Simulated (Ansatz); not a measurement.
# Si2H4 (SMILES [SiH][SiH3]): UMP2/STO-3G

What is the vertical ionisation energy of Si2H4 at UMP2/STO-3G? 

Program for the calculation: Ansatz 0.2.0.

29 further runs of the same task are left out: 29 set aside as unsound or not needed.

## Step 1: Starting point

The species is Si2H4 (6 atoms), meant as a triplet with charge 0. SMILES: `[SiH][SiH3]`. Geometry: relaxed at GFN2-xTB.

Bond lengths: Si1–Si2 2.254 Å, Si1–H3 1.473 Å, Si2–H4 1.467 Å, Si2–H5 1.474 Å, Si2–H6 1.474 Å. Angles: Si1–Si2–H4 105.5°, Si1–Si2–H5 115.5°, Si1–Si2–H6 115.4°, Si2–Si1–H3 128.8°, H4–Si2–H5 107.9°, H4–Si2–H6 107.9°, H5–Si2–H6 104.3°.

## Step 2: The energy at UMP2/STO-3G

input.yaml reads:

```yaml
crystal:
  periodic: [false, false, false]
  atoms:
    - {symbol: Si, position_ang: [0.322720, -1.575880, 0.287350]}
    - {symbol: Si, position_ang: [-0.300130, 0.523270, -0.245660]}
    - {symbol: H, position_ang: [1.427930, -2.017820, 1.155760]}
    - {symbol: H, position_ang: [-1.456530, 0.376070, -1.136010]}
    - {symbol: H, position_ang: [0.714920, 1.325330, -0.951090]}
    - {symbol: H, position_ang: [-0.708920, 1.369020, 0.889660]}
basis:
  gaussian:
    orbitals: STO-3G
correlation:
  method: mp2
  frozen_orbitals: {H: 0, Si: 5}
magnetization:
  spin_polarized: true
  initial_magnetization: 2
accuracy: high
total_charge: 0
```

Run with:

```
ansatz run input.yaml --threads 1 --pin off --max-ram 2610MiB --events-out events.jsonl --progress --plain --runs-dir runs
```

The log of the run:

```text
Warning: RAYON_NUM_THREADS=1 ignored (pool sized by the plan → 1); use --threads N
Functional definition: HF
  name "HF"
  exchange = exact_x
  correlation = 0
388 factors; integrals over basis functions are off by at most 6.1e-9 eV
mean field evaluation 1: about -15603.0648 eV, gradient 7.2e0 eV
mean field evaluation 2: about -15603.0747 eV, gradient 7.2e0 eV
mean field evaluation 4: about -15603.9410 eV, gradient 1.1e0 eV
mean field evaluation 8: about -15603.9815 eV, gradient 8.6e-3 eV
mean field -15603.98153381 eV, -573.4357446089 hartree, gradient 8.2e-8 eV, S^2 2.005594; 0 other end points of the search recorded, 0 dependent functions left out
10 core orbitals not correlated: weight in the atoms' cores, before any rotation towards them, 0.999 or more for the frozen orbitals, at most 0.000 for the correlated occupied ones
reference -15603.98153381 eV, -573.4357446089 hartree; 7, 5 occupied and 5, 7 virtual orbitals, 388 factors
second order -1.58651586 eV of doubles, -0.00000000 eV of singles
Total energy: -15605.56804967 eV, -573.4940479916 hartree
```

Run time: 0.14 s. Hardware: 1 thread of AMD EPYC 9R14 (Zen 4), shared host.

## Step 3: The doublet cation

Changes to input.yaml since step 2:

```diff
@@ -10,11 +10,6 @@
 basis:
-  gaussian:
-    orbitals: STO-3G
-correlation:
-  method: mp2
-  frozen_orbitals: {H: 0, Si: 5}
-magnetization:
-  spin_polarized: true
-  initial_magnetization: 2
+  gaussian: {orbitals: STO-3G}
 accuracy: high
-total_charge: 0
+correlation: {method: mp2, frozen_orbitals: {H: 0, Si: 5}}
+magnetization: {spin_polarized: true, initial_magnetization: 1}
+total_charge: 1
```

Run with:

```
ansatz run input.yaml --threads 1 --pin off --max-ram 2610MiB --events-out events.jsonl --progress --plain --runs-dir runs
```

The log of the run:

```text
Warning: RAYON_NUM_THREADS=1 ignored (pool sized by the plan → 1); use --threads N
[... 4 set-up lines as earlier in the session ...]
387 factors; integrals over basis functions are off by at most 6.1e-9 eV
mean field evaluation 1: about -15598.7033 eV, gradient 8.6e0 eV
mean field evaluation 2: about -15598.7043 eV, gradient 8.5e0 eV
mean field evaluation 4: about -15599.7067 eV, gradient 8.4e-1 eV
mean field evaluation 8: about -15599.7258 eV, gradient 8.8e-3 eV
mean field evaluation 16: about -15598.8493 eV, gradient 2.6e0 eV
mean field -15599.72581298 eV, -573.2793497530 hartree, gradient 5.3e-8 eV, S^2 0.750841; 2 other end points of the search recorded, 0 dependent functions left out
10 core orbitals not correlated: weight in the atoms' cores, before any rotation towards them, 0.999 or more for the frozen orbitals, at most 0.000 for the correlated occupied ones
reference -15599.72581298 eV, -573.2793497530 hartree; 6, 5 occupied and 6, 7 virtual orbitals, 387 factors
second order -1.70907592 eV of doubles, -0.00000000 eV of singles
Total energy: -15601.43488890 eV, -573.3421571348 hartree
```

It took 0.16 s on 1 thread of AMD EPYC 9R14 (Zen 4), shared host.

## Step 4: Outcome

At UMP2/STO-3G, 10 core orbitals frozen:

```
                                                    quantity          value
                                 triplet Si2H4: total energy  -573.49405 Eh
 triplet Si2H4: correlation energy (10 core orbitals frozen)      -58.3 mEh
            triplet Si2H4: ⟨S²⟩ of the reference determinant          2.006
                                doublet cation: total energy  -573.34216 Eh
doublet cation: correlation energy (10 core orbitals frozen)      -62.8 mEh
           doublet cation: ⟨S²⟩ of the reference determinant          0.751
          vertical ionisation energy (to the doublet cation)       4.133 eV
```

What this shows: Removing an electron at fixed nuclei costs 4.13 eV (399 kJ/mol). In a minimal basis such a difference can be off by several eV, whatever the method.
